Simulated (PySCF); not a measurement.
# Sulfuryl Chloride Fluoride (ClFO2S): NMR shifts, electronic excitations and K edges in gas and solvents

Aim: compute the NMR shifts, electronic excitations and K edges of Sulfuryl Chloride Fluoride (ClFO2S) (`O=S(=O)(F)Cl`), and see what a dielectric continuum does where one was used.

Computed with PySCF 2.14.0, with density-fitted response routines of our own, on a single molecule, in the gas phase or a continuum. Atoms count from 0, in the outputs and in this text.

## 1. Starting geometry

5 atoms, charge 0, multiplicity 1; geometry from: GFN2-xTB.

Bonds of the start (Å): O0–S1 1.41, S1–O2 1.41, S1–F3 1.63, S1–Cl4 2.02.

## 2. Optimising the geometry at PBE0-D3(BJ)/def2-SVP

The job: settings as JSON, then the geometry in Å.

```
{"job": {"xc": "PBE0", "basis": "def2-SVP", "d3": "d3bj", "grid": 1, "kind": "geom"}, "charge": 0, "multiplicity": 1}
O     -0.517618    -0.951405    -1.075041
S     -0.147070    -0.154788     0.027216
O     -0.576603    -0.420557     1.343154
F     -0.596663     1.368768    -0.317671
Cl     1.846576     0.160835     0.005157
```

Command:

```sh
$ OMP_NUM_THREADS=1 python probes_run.py task.json out
```

The driver reads the jobs from task.json and runs them one after another.

Log:

```text
step   0  E = -1107.59814476  max force = 0.037171
step   1  E = -1107.59683358  max force = 0.031214
step   2  E = -1107.59969458  max force = 0.016706
step   3  E = -1107.60042641  max force = 0.002760
step   4  E = -1107.60048647  max force = 0.001090
step   5  E = -1107.60048908  max force = 0.000444
step   6  E = -1107.60048895  max force = 0.000161
optimisation converged
```

Wall time 14 s (1 thread of Intel Xeon Platinum 8375C at 2.90GHz, shared host); peak memory 0.35 GiB.

Along the way: (the energy doesn't fall at every step)

| step | energy from step 0 (eV) | largest force component (eV/Å) |
| --- | --- | --- |
| 0 | 0.0000 | 1.9114 |
| 1 | 0.0357 | 1.6051 |
| 2 | -0.0422 | 0.8591 |
| 3 | -0.0621 | 0.1419 |
| 4 | -0.0637 | 0.0561 |
| 5 | -0.0638 | 0.0228 |
| 6 | -0.0638 | 0.0083 |

Close pairs (by a distance rule), those that changed most:

| bond | before (Å) | after (Å) | change (Å) |
| --- | --- | --- | --- |
| S1–F3 | 1.626 | 1.587 | -0.039 |
| O0–S1 | 1.410 | 1.430 | +0.021 |
| S1–O2 | 1.410 | 1.430 | +0.021 |
| S1–Cl4 | 2.019 | 2.033 | +0.014 |

The end geometry stands in the next job.

| at the end point | value |
| --- | --- |
| point group (found at 0.08 Å tolerance) | Cs |
| rotational constants (GHz, main isotopes) | 4.882, 2.806, 2.788 |
| dipole moment (D) | 1.35 |

## 3. Shielding tensors: PBE0/pcSseg-1 in cyclohexane

The job: settings as JSON, then the geometry in Å.

```
{"job": {"kind": "nmr", "xc": "PBE0", "basis": "pcSseg-1", "solvent": "cyclohexane", "pop": true}, "charge": 0, "multiplicity": 1}
O      0.002265    -1.119955    -1.065845
S     -0.035506    -0.212893     0.039279
O     -0.033631    -0.613353     1.412160
F     -1.296977     0.726566    -0.170596
Cl     1.377234     1.223455    -0.232296
```

Method: GIAO PBE0/pcSseg-1 NMR shielding, non-relativistic, IEF-PCM cyclohexane.

Log:

```text
coarse grid: 6512 points
cycle   1  E = -1107.6980251819  dE =  1.512e+00  |g| = 1.192e+00  |ddm| = 2.596e+00
cycle   2  E = -1107.0244511607  dE =  6.736e-01  |g| = 2.278e+00  |ddm| = 2.325e+00
cycle   3  E = -1107.9494970109  dE = -9.250e-01  |g| = 2.102e-01  |ddm| = 1.608e+00
cycle   4  E = -1107.9559143514  dE = -6.417e-03  |g| = 1.038e-01  |ddm| = 2.001e-01
cycle   5  E = -1107.9575377877  dE = -1.623e-03  |g| = 1.623e-02  |ddm| = 5.411e-02
cycle   6  E = -1107.9575936436  dE = -5.586e-05  |g| = 5.091e-03  |ddm| = 1.929e-02
cycle   7  E = -1107.9575980781  dE = -4.435e-06  |g| = 1.209e-03  |ddm| = 4.753e-03
final grid: 57512 points
cycle   8  E = -1108.0137146038  dE = -1.696e-05  |g| = 8.559e-03  |ddm| = 1.421e-02
cycle   9  E = -1108.0136953033  dE =  1.930e-05  |g| = 1.296e-02  |ddm| = 1.498e-02
cycle  10  E = -1108.0137266647  dE = -3.136e-05  |g| = 1.878e-03  |ddm| = 9.859e-03
cycle  11  E = -1108.0137272501  dE = -5.854e-07  |g| = 3.350e-04  |ddm| = 1.429e-03
cycle  12  E = -1108.0137272799  dE = -2.974e-08  |g| = 6.891e-05  |ddm| = 4.179e-04
cycle  13  E = -1108.0137272806  dE = -7.751e-10  |g| = 2.282e-05  |ddm| = 6.348e-05
converged SCF energy = -1108.0137272806

GIAO shielding tensors (ppm)
atom      isotropic    diamagn.    paramagn.     s11        s22        s33       span
  0 O       -3.860     396.380    -400.240    -76.189    -32.293     96.902    173.091
  1 S      162.716    1048.944    -886.229    -14.885     16.602    486.430    501.315
  2 O       -3.849     396.401    -400.250    -76.093    -32.236     96.781    172.874
  3 F       35.146     475.770    -440.624   -153.113    -63.910    322.460    475.572
  4 Cl     247.700    1145.368    -897.668   -172.719   -110.278   1026.098   1198.816
```

It took 6.5 s on 1 thread of Intel Xeon Platinum 8375C at 2.90GHz, shared host; peak memory 0.47 GiB.

Shifts follow as δ = σ(reference) − σ, with reference shieldings (ppm) from runs at the same level and on the same kind of geometry: ¹⁹F CFCl3 178.6, ¹⁷O H2O 338.3, ³³S CS2 496. The references are single molecules in the same continuum, so shifts against H2O, NH3, PH3, H3PO4 or CFCl3 are not on the usual liquid scales and can be off by tens of ppm. Atoms listed in one row are averaged.

| atoms | environment | σ (ppm) | δ (ppm) |
| --- | --- | --- | --- |
| O0, O2 | S=O oxygen | -3.9 | 342.1 |
| S1 | sulfonyl sulfur | 163 | 333 |
| F3 | fluorine bonded to S | 35.1 | 143.4 |
| Cl4 | chlorine bonded to S | 248 | – |

The run also stored atomic charges by several schemes (e):

| atoms | Mulliken | IAO | Hirshfeld | ESP fit |
| --- | --- | --- | --- | --- |
| O0, O2 | -0.43 | -0.76 | -0.25 | -0.33 |
| S1 | 1.24 | 2.15 | 0.59 | 0.83 |
| F3 | -0.29 | -0.44 | -0.09 | -0.13 |
| Cl4 | -0.09 | -0.18 | 0.00 | -0.03 |

Mayer bond orders: O0–S1 1.84, S1–O2 1.84, S1–F3 0.90, S1–Cl4 0.93.

## 4. Shielding tensors: PBE0/pcSseg-1 in methanol

The job: settings as JSON, then the geometry in Å.

```
{"job": {"kind": "nmr", "xc": "PBE0", "basis": "pcSseg-1", "solvent": "methanol", "pop": false}, "charge": 0, "multiplicity": 1}
O      0.002265    -1.119955    -1.065845
S     -0.035506    -0.212893     0.039279
O     -0.033631    -0.613353     1.412160
F     -1.296977     0.726566    -0.170596
Cl     1.377234     1.223455    -0.232296
```

With the program's defaults for keys left out, this is: GIAO PBE0/pcSseg-1 NMR shielding, non-relativistic, IEF-PCM methanol.

Log:

```text
coarse grid: 6512 points
cycle   1  E = -1107.7066248274  dE =  1.504e+00  |g| = 1.179e+00  |ddm| = 2.596e+00
cycle   2  E = -1107.1076381061  dE =  5.990e-01  |g| = 2.181e+00  |ddm| = 2.231e+00
cycle   3  E = -1107.9543164783  dE = -8.467e-01  |g| = 1.818e-01  |ddm| = 1.516e+00
cycle   4  E = -1107.9587964992  dE = -4.480e-03  |g| = 9.494e-02  |ddm| = 1.695e-01
cycle   5  E = -1107.9601383952  dE = -1.342e-03  |g| = 1.451e-02  |ddm| = 4.956e-02
cycle   6  E = -1107.9601820471  dE = -4.365e-05  |g| = 3.994e-03  |ddm| = 1.674e-02
cycle   7  E = -1107.9601847441  dE = -2.697e-06  |g| = 9.329e-04  |ddm| = 3.659e-03
final grid: 57512 points
cycle   8  E = -1108.0162929487  dE = -1.805e-05  |g| = 8.078e-03  |ddm| = 1.384e-02
cycle   9  E = -1108.0162781999  dE =  1.475e-05  |g| = 1.183e-02  |ddm| = 1.338e-02
cycle  10  E = -1108.0163034781  dE = -2.528e-05  |g| = 1.718e-03  |ddm| = 8.579e-03
cycle  11  E = -1108.0163039679  dE = -4.899e-07  |g| = 2.861e-04  |ddm| = 1.316e-03
cycle  12  E = -1108.0163039887  dE = -2.074e-08  |g| = 6.255e-05  |ddm| = 3.541e-04
cycle  13  E = -1108.0163039893  dE = -6.573e-10  |g| = 1.904e-05  |ddm| = 5.926e-05
converged SCF energy = -1108.0163039893

GIAO shielding tensors (ppm)
atom      isotropic    diamagn.    paramagn.     s11        s22        s33       span
  0 O        2.758     396.741    -393.982    -67.034    -26.013    101.322    168.355
  1 S      160.657    1048.913    -888.256    -11.666     20.365    473.272    484.939
  2 O        2.782     396.762    -393.980    -66.926    -25.941    101.213    168.140
  3 F       35.981     475.709    -439.728   -150.849    -63.864    322.654    473.503
  4 Cl     234.692    1145.258    -910.566   -191.384   -129.738   1025.198   1216.583
```

It took 4.7 s on 1 thread of Intel Xeon Platinum 8375C at 2.90GHz, shared host; peak memory 0.47 GiB.

Key values: σ O0 2.8, S1 161, F3 36.0, Cl4 235 ppm (means over like atoms).

## 5. Ultraviolet spectrum: wB97X-D/def2-SVPD

The job: settings as JSON, then the geometry in Å.

```
{"job": {"kind": "uv", "xc": "wB97X-D", "basis": "def2-SVPD", "dynamic": true, "nstates": 6, "ntriplets": 0}, "charge": 0, "multiplicity": 1}
O      0.002265    -1.119955    -1.065845
S     -0.035506    -0.212893     0.039279
O     -0.033631    -0.613353     1.412160
F     -1.296977     0.726566    -0.170596
Cl     1.377234     1.223455    -0.232296
```

Level: TDDFT wB97X-D/def2-SVPD, vertical, gas phase, core orbitals frozen in the response.

Log:

```text
coarse grid: 6512 points
cycle   1  E = -1107.6551821768  dE =  1.537e+00  |g| = 1.226e+00  |ddm| = 2.950e+00
cycle   2  E = -1107.3515536859  dE =  3.036e-01  |g| = 1.841e+00  |ddm| = 2.602e+00
cycle   3  E = -1107.9543377791  dE = -6.028e-01  |g| = 1.305e-01  |ddm| = 1.567e+00
cycle   4  E = -1107.9569066704  dE = -2.569e-03  |g| = 6.632e-02  |ddm| = 1.474e-01
cycle   5  E = -1107.9576588650  dE = -7.522e-04  |g| = 1.093e-02  |ddm| = 4.831e-02
cycle   6  E = -1107.9576840759  dE = -2.521e-05  |g| = 3.674e-03  |ddm| = 1.381e-02
cycle   7  E = -1107.9576883068  dE = -4.231e-06  |g| = 7.050e-04  |ddm| = 5.644e-03
final grid: 57512 points
cycle   8  E = -1108.0854035243  dE = -4.924e-05  |g| = 8.066e-03  |ddm| = 5.099e-02
cycle   9  E = -1108.0853991560  dE =  4.368e-06  |g| = 1.000e-02  |ddm| = 1.401e-02
cycle  10  E = -1108.0854154071  dE = -1.625e-05  |g| = 7.777e-04  |ddm| = 6.450e-03
cycle  11  E = -1108.0854155199  dE = -1.129e-07  |g| = 4.429e-04  |ddm| = 1.083e-03
cycle  12  E = -1108.0854155598  dE = -3.985e-08  |g| = 1.271e-04  |ddm| = 5.974e-04
cycle  13  E = -1108.0854155636  dE = -3.809e-09  |g| = 3.066e-05  |ddm| = 1.565e-04
cycle  14  E = -1108.0854155639  dE = -2.947e-10  |g| = 1.084e-05  |ddm| = 5.675e-05
converged SCF energy = -1108.0854155639

Static polarisability (au): isotropic 42.860, principal 36.362 40.504 51.714

Singlet excitations
state   eV       nm        f      main configurations
  1   5.7229    216.6   0.00237   H->L 0.97
  2   6.1091    203.0   0.00278   H-1->L 0.95
  3   6.5083    190.5   0.00148   H-2->L 0.98
  4   7.4704    166.0   0.00082   H-4->L 0.96
  5   7.8970    157.0   0.19242   H-3->L 0.81
  6   8.1033    153.0   0.00005   H->L+1 0.74, H->L+2 0.12
```

It took 9.3 s on 1 thread of Intel Xeon Platinum 8375C at 2.90GHz, shared host; peak memory 0.54 GiB.

The orbitals next to the gap, with their largest atomic shares:

| orbital | eV | atoms |
| --- | --- | --- |
| HOMO−3 | -13.51 | Cl4 37 %, O0 24 %, O2 24 % |
| HOMO−2 | -12.81 | O0 39 %, O2 39 %, F3 10 % |
| HOMO−1 | -12.67 | Cl4 75 %, O2 7 %, O0 7 % |
| HOMO | -12.14 | Cl4 51 %, O2 24 %, O0 24 % |
| LUMO | -1.07 | Cl4 46 %, S1 26 %, O0 10 % |
| LUMO+1 | 1.40 | S1 39 %, F3 18 %, O0 16 % |
| LUMO+2 | 1.69 | S1 50 %, Cl4 21 %, O0 12 % |

With each of the 6 states as a Gaussian band of 0.4 eV half-width at 1/e, the curve within the window shown has maxima at 207 nm (ε 180), 157 nm (ε 7,800) L/(mol cm). Beyond the last state computed it falls off for lack of states. The curve at chosen wavelengths:

nm, ε (L/mol/cm) and a bar:
```
      148       1571 ######
      152       4701 ###################
      156       7537 ##############################
      159       7526 ##############################
      163       4982 ####################
      167       2202 #########
      171        695 ###
      174        248 #
      178         65 
      182         45 
      186         66 
      189         88 
      193        119 
      197        146 #
      201        165 #
      204        174 #
      208        175 #
      212        166 #
      216        148 #
      219        130 
      223        102 
      227         74 
      231         50 
      234         35 
      238         20 
      242         11
```

Ground-state properties from the same run:

| property | computed |
| --- | --- |
| dipole moment (D) | 1.52 |
| polarisability (Å³) | 6.35 |
| HOMO–LUMO gap (eV) | 11.07 |
| −ε(HOMO) (eV) | 12.14 |
| C6 with itself (au) | 857 |

## 6. Ultraviolet spectrum: wB97X-D/def2-SVPD in cyclohexane

The job: settings as JSON, then the geometry in Å.

```
{"job": {"kind": "uv", "xc": "wB97X-D", "basis": "def2-SVPD", "solvent": "cyclohexane", "nstates": 6, "ntriplets": 0}, "charge": 0, "multiplicity": 1}
O      0.002265    -1.119955    -1.065845
S     -0.035506    -0.212893     0.039279
O     -0.033631    -0.613353     1.412160
F     -1.296977     0.726566    -0.170596
Cl     1.377234     1.223455    -0.232296
```

Level: TDDFT wB97X-D/def2-SVPD, vertical, IEF-PCM cyclohexane (non-equilibrium linear response), core orbitals frozen in the response.

Log:

```text
coarse grid: 6512 points
cycle   1  E = -1107.6607702186  dE =  1.531e+00  |g| = 1.217e+00  |ddm| = 2.950e+00
cycle   2  E = -1107.3882690352  dE =  2.725e-01  |g| = 1.786e+00  |ddm| = 2.558e+00
cycle   3  E = -1107.9565316915  dE = -5.683e-01  |g| = 1.173e-01  |ddm| = 1.518e+00
cycle   4  E = -1107.9585401466  dE = -2.008e-03  |g| = 6.184e-02  |ddm| = 1.344e-01
cycle   5  E = -1107.9591938756  dE = -6.537e-04  |g| = 1.060e-02  |ddm| = 4.593e-02
cycle   6  E = -1107.9592173645  dE = -2.349e-05  |g| = 3.375e-03  |ddm| = 1.286e-02
cycle   7  E = -1107.9592211706  dE = -3.806e-06  |g| = 6.185e-04  |ddm| = 5.523e-03
final grid: 57512 points
cycle   8  E = -1108.0869166047  dE = -5.003e-05  |g| = 7.968e-03  |ddm| = 5.125e-02
cycle   9  E = -1108.0869130651  dE =  3.540e-06  |g| = 9.698e-03  |ddm| = 1.380e-02
cycle  10  E = -1108.0869282106  dE = -1.515e-05  |g| = 7.323e-04  |ddm| = 6.180e-03
cycle  11  E = -1108.0869283172  dE = -1.066e-07  |g| = 4.203e-04  |ddm| = 1.076e-03
cycle  12  E = -1108.0869283547  dE = -3.749e-08  |g| = 1.277e-04  |ddm| = 5.952e-04
cycle  13  E = -1108.0869283585  dE = -3.837e-09  |g| = 3.057e-05  |ddm| = 1.548e-04
cycle  14  E = -1108.0869283588  dE = -3.104e-10  |g| = 1.030e-05  |ddm| = 5.845e-05
converged SCF energy = -1108.0869283588

Static polarisability (au): isotropic 47.496, principal 39.953 44.927 57.609

Singlet excitations
state   eV       nm        f      main configurations
  1   5.7254    216.6   0.00283   H->L 0.97
  2   6.0813    203.9   0.00347   H-1->L 0.96
  3   6.5684    188.8   0.00172   H-2->L 0.98
  4   7.5089    165.1   0.00137   H-4->L 0.96
  5   7.8534    157.9   0.26030   H-3->L 0.84
  6   8.1159    152.8   0.00005   H->L+1 0.71, H->L+2 0.14
```

It took 7.4 s on 1 thread of Intel Xeon Platinum 8375C at 2.90GHz, shared host; peak memory 0.55 GiB.

In short: HOMO -12.07 eV, LUMO -0.97 eV; lowest singlet 5.73 eV.

## 7. Ultraviolet spectrum: wB97X-D/def2-SVPD in methanol

The job: settings as JSON, then the geometry in Å.

```
{"job": {"kind": "uv", "xc": "wB97X-D", "basis": "def2-SVPD", "solvent": "methanol", "nstates": 6, "ntriplets": 0}, "charge": 0, "multiplicity": 1}
O      0.002265    -1.119955    -1.065845
S     -0.035506    -0.212893     0.039279
O     -0.033631    -0.613353     1.412160
F     -1.296977     0.726566    -0.170596
Cl     1.377234     1.223455    -0.232296
```

Level: TDDFT wB97X-D/def2-SVPD, vertical, IEF-PCM methanol (non-equilibrium linear response), core orbitals frozen in the response.

Log:

```text
coarse grid: 6512 points
cycle   1  E = -1107.6689762773  dE =  1.523e+00  |g| = 1.204e+00  |ddm| = 2.950e+00
cycle   2  E = -1107.4346660924  dE =  2.343e-01  |g| = 1.716e+00  |ddm| = 2.500e+00
cycle   3  E = -1107.9594388058  dE = -5.248e-01  |g| = 1.049e-01  |ddm| = 1.456e+00
cycle   4  E = -1107.9610218202  dE = -1.583e-03  |g| = 5.595e-02  |ddm| = 1.231e-01
cycle   5  E = -1107.9615644911  dE = -5.427e-04  |g| = 1.065e-02  |ddm| = 4.415e-02
cycle   6  E = -1107.9615884199  dE = -2.393e-05  |g| = 3.187e-03  |ddm| = 1.261e-02
cycle   7  E = -1107.9615922217  dE = -3.802e-06  |g| = 5.815e-04  |ddm| = 6.060e-03
final grid: 57512 points
cycle   8  E = -1108.0892596477  dE = -5.089e-05  |g| = 7.886e-03  |ddm| = 5.172e-02
cycle   9  E = -1108.0892569370  dE =  2.711e-06  |g| = 9.400e-03  |ddm| = 1.364e-02
cycle  10  E = -1108.0892710483  dE = -1.411e-05  |g| = 7.007e-04  |ddm| = 5.922e-03
cycle  11  E = -1108.0892711578  dE = -1.095e-07  |g| = 3.995e-04  |ddm| = 1.105e-03
cycle  12  E = -1108.0892711949  dE = -3.716e-08  |g| = 1.313e-04  |ddm| = 6.209e-04
cycle  13  E = -1108.0892711991  dE = -4.126e-09  |g| = 3.254e-05  |ddm| = 1.643e-04
cycle  14  E = -1108.0892711995  dE = -3.931e-10  |g| = 1.078e-05  |ddm| = 6.850e-05
converged SCF energy = -1108.0892711995

Static polarisability (au): isotropic 55.584, principal 46.659 53.028 67.065

Singlet excitations
state   eV       nm        f      main configurations
  1   5.7384    216.1   0.00268   H->L 0.97
  2   6.0545    204.8   0.00296   H-1->L 0.97
  3   6.6579    186.2   0.00153   H-2->L 0.98
  4   7.5730    163.7   0.00135   H-4->L 0.96
  5   7.9056    156.8   0.23917   H-3->L 0.82
  6   8.1359    152.4   0.00002   H->L+1 0.66, H->L+2 0.19
```

It took 7.5 s on 1 thread of Intel Xeon Platinum 8375C at 2.90GHz, shared host; peak memory 0.55 GiB.

This run: HOMO -11.98 eV, LUMO -0.85 eV; lowest singlet 5.74 eV.

## 8. Core excitations: BHandHLYP/def2-SVPD+aug-pcX-1

The job: settings as JSON, then the geometry in Å.

```
{"job": {"kind": "xas", "xc": "BHandHLYP", "basis": {"default": "aug-pcX-1", "H": "pcseg-1", "Cl": "def2-SVPD", "S": "def2-SVPD"}}, "charge": 0, "multiplicity": 1}
O      0.002265    -1.119955    -1.065845
S     -0.035506    -0.212893     0.039279
O     -0.033631    -0.613353     1.412160
F     -1.296977     0.726566    -0.170596
Cl     1.377234     1.223455    -0.232296
```

Method: core-valence-separated TDA BHandHLYP/aug-pcX-1 H:pcseg-1 Cl:def2-SVPD S:def2-SVPD, K edges, non-relativistic, gas phase.

Log:

```text
coarse grid: 6512 points
cycle   1  E = -1107.8832358638  dE =  1.500e+00  |g| = 1.132e+00  |ddm| = 2.822e+00
cycle   2  E = -1107.6370178635  dE =  2.462e-01  |g| = 1.664e+00  |ddm| = 2.110e+00
cycle   3  E = -1108.1207279662  dE = -4.837e-01  |g| = 1.257e-01  |ddm| = 1.297e+00
cycle   4  E = -1108.1230052142  dE = -2.277e-03  |g| = 6.095e-02  |ddm| = 1.236e-01
cycle   5  E = -1108.1235906707  dE = -5.855e-04  |g| = 8.827e-03  |ddm| = 4.008e-02
cycle   6  E = -1108.1236057401  dE = -1.507e-05  |g| = 3.048e-03  |ddm| = 1.089e-02
cycle   7  E = -1108.1236078438  dE = -2.104e-06  |g| = 7.754e-04  |ddm| = 3.721e-03
final grid: 57512 points
cycle   8  E = -1108.1903067254  dE = -4.678e-05  |g| = 2.432e-03  |ddm| = 1.126e-02
cycle   9  E = -1108.1903066153  dE =  1.102e-07  |g| = 2.164e-03  |ddm| = 2.313e-03
cycle  10  E = -1108.1903072241  dE = -6.088e-07  |g| = 5.122e-04  |ddm| = 1.379e-03
cycle  11  E = -1108.1903072595  dE = -3.540e-08  |g| = 1.486e-04  |ddm| = 3.298e-04
cycle  12  E = -1108.1903072629  dE = -3.418e-09  |g| = 3.627e-05  |ddm| = 1.209e-04
cycle  13  E = -1108.1903072632  dE = -2.917e-10  |g| = 9.586e-06  |ddm| = 3.716e-05
converged SCF energy = -1108.1903072632

O K edge
   eV          f      from atoms
  530.988   0.03010   O0
  530.991   0.03226   O2
  532.772   0.01817   O2
  532.774   0.04519   O0
  533.699   0.03048   O2
  533.702   0.02120   O0
  535.836   0.01042   O2
  535.838   0.00679   O0
  536.276   0.01365   O2
  536.282   0.01600   O0
  536.770   0.00137   O2
  536.773   0.00123   O0

F K edge
   eV          f      from atoms
  683.630   0.03844   F3
  687.104   0.00709   F3
  688.576   0.00579   F3
  689.324   0.00888   F3
  689.721   0.01393   F3
  690.285   0.00172   F3
  691.078   0.00031   F3
  691.134   0.00002   F3
```

Run time: 6 s. Hardware: 1 thread of Intel Xeon Platinum 8375C at 2.90GHz, shared host; peak memory 0.62 GiB.

## 9. Side by side: NMR shifts

Shifts (ppm), means over like atoms, with basis size and wall time:

| run | O0 | S1 | F3 | functions | time |
| --- | --- | --- | --- | --- | --- |
| PBE0/pcSseg-1 in cyclohexane | 342.1 | 333 | 143.4 | 99 | 6.5 s |
| PBE0/pcSseg-1 in methanol | 340.2 | 335 | 144.5 | 99 | 4.7 s |

The continuum's effect on the ground state:

| solvent | ε | polarisation energy (Eh) | μ (D) |
| --- | --- | --- | --- |
| cyclohexane | 2.02 | -0.0017 | 1.47 |
| methanol | 32.61 | -0.0046 | 1.66 |

## 10. Comparing the runs: electronic excitations

Excitations and ground-state properties, with basis size and wall time:

| run | lowest singlet (eV) | brightest (eV) | f | gap (eV) | α (Å³) | μ (D) | functions | time |
| --- | --- | --- | --- | --- | --- | --- | --- | --- |
| wB97X-D/def2-SVPD | 5.72 | 7.90 | 0.192 | 11.07 | 6.35 | 1.52 | 123 | 9.3 s |
| wB97X-D/def2-SVPD in cyclohexane | 5.73 | 7.85 | 0.260 | 11.09 | 7.04 | 1.69 | 123 | 7.4 s |
| wB97X-D/def2-SVPD in methanol | 5.74 | 7.91 | 0.239 | 11.12 | 8.24 | 1.94 | 123 | 7.5 s |

The continuum's effect on the ground state:

| solvent | ε | polarisation energy (Eh) | μ (D) |
| --- | --- | --- | --- |
| cyclohexane | 2.02 | -0.0016 | 1.69 |
| methanol | 32.61 | -0.0043 | 1.94 |

## 11. Outcome

| quantity | value |
| --- | --- |
| point group | Cs |
| rotational constants (main isotopes) | 4.88, 2.81, 2.79 GHz |
| ¹⁷O shifts against H2O (PBE0/pcSseg-1, cyclohexane, means over atoms taken as alike) | 342.1 ppm |
| ³³S shifts against CS2 (PBE0/pcSseg-1, cyclohexane) | 333 ppm |
| ¹⁹F shifts against CFCl3 (PBE0/pcSseg-1, cyclohexane) | 143.4 ppm |
| shieldings of Cl (PBE0/pcSseg-1, cyclohexane) | Cl4 247.7 ppm |
| lowest singlet (wB97X-D/def2-SVPD) | 5.72 eV (217 nm), f = 0.002 |
| brightest single state of those computed | state 5, 7.90 eV, f = 0.192 |
| O K edge | first line 530.99 eV, strongest 532.77 eV (f = 0.045) |
| F K edge | first line 683.63 eV, strongest 683.63 eV (f = 0.038) |
| range of the shift of O0 | 340.2 to 342.1 ppm |
| range of the lowest singlet | 5.72 to 5.74 eV |

In words: Over 6 steps the energy fell by 0.064 eV; of the close pairs, S1–F3 changed most, 1.626 to 1.587 Å. At PBE0/pcSseg-1: The widest tensor belongs to Cl4: span 1199 ppm, with a paramagnetic part of -898 ppm. The first singlet state (HOMO→LUMO 0.97) lies at 5.72 eV and is weak; of the 6 states computed, the strongest absorption comes from state 5 at 7.90 eV. At the O edge the strongest single line lifts a 1s electron of O0 into several orbitals, led by LUMO+2 (weight 0.44), 1.8 eV above the first line. At the F edge the strongest single line lifts a 1s electron of F3 into several orbitals, led by LUMO (weight 0.53), and it is the first line. Absolute edge energies from this method are off by several eV; spacings are better. Among the atoms with a shift in every run: In ppm, O0 (with its like atoms) moves most: its shift spreads over 1.9 ppm, from 340.2 (PBE0/pcSseg-1 in methanol) to 342.1 (PBE0/pcSseg-1 in cyclohexane). The continuum holds electrostatics alone: no hydrogen bonds to the solvent, and the gas-phase geometry is kept. The lowest singlet runs from 5.72 eV (wB97X-D/def2-SVPD) to 5.74 eV (wB97X-D/def2-SVPD in methanol), while the orbital gap spans 11.07 to 11.12 eV. The lowest state need not be the same one in every run.
